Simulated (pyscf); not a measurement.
This saddle point was located with ωB97X-D3(BJ)/def2-SVP in PySCF.

```xyz
9

Cl    -0.2736     1.7036     1.3315
Ta    -1.1963    -0.0678     0.1593
Cl    -1.6599    -1.4833    -1.6021
Cl    -3.3523     0.6014     0.4555
Cl    -0.7213    -1.6804     1.7260
H     -1.0189     1.1614    -1.2483
S      1.1600    -0.2498    -0.9555
H     -0.0111     0.7471    -1.3472
H      1.7940     0.6605    -0.1912
```
Charge 0, spin multiplicity 1.

Surface: singlet, charge 0. Lowest wavenumbers (cm⁻¹): 953i, 70, 95, 105, 129.

Question: Name the species on either side of this saddle.

Answer: Cl–TaH(Cl)(Cl)–Cl + H₂S ⇌ HS–Ta(Cl)(Cl)(Cl)–Cl + H₂, a four-centre exchange read from left to right: H–Ta, H–S broken and S–Ta, H–H formed. At ωB97M-D3(BJ)/def2-TZVP it lies +6.4 kcal/mol from the left side and +23.2 kcal/mol from the right (each side as separated species at their lowest minima found). On the reactant side the descent ends in an adduct with a S–Ta contact, 16.7 kcal/mol under the separated species and 15.9 kcal/mol under the saddle at ωB97X-D3(BJ)/def2-TZVP. What is counted as formed (S–Ta) is already present as a longer contact in the reactant adduct; forming that adduct is a step of its own. At ωB97X-D3(BJ)/def2-TZVP the barrier from the zero used here is -0.8 kcal/mol. One saddle was located; it need not be the lowest between these sides. Elements past Kr carry the def2 core potentials, without spin-orbit coupling.
